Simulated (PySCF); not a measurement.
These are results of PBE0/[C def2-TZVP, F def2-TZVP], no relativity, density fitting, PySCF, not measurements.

Each entry is the lowest minimum that a search over a few typed start shapes (and spin states, where more than one is plausible) found, or that minimum re-optimised at the stated level; isomers with ligand–ligand bonds, or fragments after loss of a ligand pair, can lie lower. Open shells are unrestricted.

CF2 is a singlet of C2v symmetry with C–F 1.296 Å (×2); F–C–F 104.8°. Its wavenumbers are 682, 1160, 1262 cm⁻¹.

(1) What changes when one electron is removed, giving CF₂⁺?

Answers

(1) It costs 11.06 eV between the minima (11.10 eV with zero-point energy). CF₂⁺ is a doublet of C2v symmetry with C–F 1.214 Å (×2); F–C–F 124.6°; wavenumbers 650, 1395, 1727 cm⁻¹.
